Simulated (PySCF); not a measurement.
These 4 structures share the formula C4H4S. Level of theory: PBE0-D3(BJ)/def2-SVP geometry optimisation, gas phase in PySCF 2.14.0. Energies are electronic, without zero-point or thermal terms, for one conformer each. No frequencies were run at this level. Point groups hold within 0.08 Å.

Question: Order them by energy at this level, lowest first, and give relative energies in kcal/mol.
A. `s1cccc1`
B. `S1[C@H](C#C)C1`
C. `[CH:1]#[C:2][CH2:3][CH:4]=[S:5]` with C2–C3–C4–S5 -138°
D. `S=CC#CC`

Answer: A (0.0), D (50.3), B (56.6), C (60.9).

As drawn, the lowest has an aromatic ring, which the highest lacks; the highest has a C≡C bond and a C=S bond, which the lowest lacks.

```
       SMILES      E (Eh)  E rel (kcal/mol)  dipole (D)  point group      A, B, C (MHz)
      c1ccsc1  -552.45514               0.0        0.46          C2v   8045, 5408, 3234
      CC#CC=S  -552.37506              50.3        3.45      near Cs  26513, 1478, 1412
C#C[C@@H]1CS1  -552.36495              56.6        1.61           C1  11069, 2632, 2341
      C#CCC=S  -552.35815              60.9        1.77           C1  21104, 1662, 1607
```
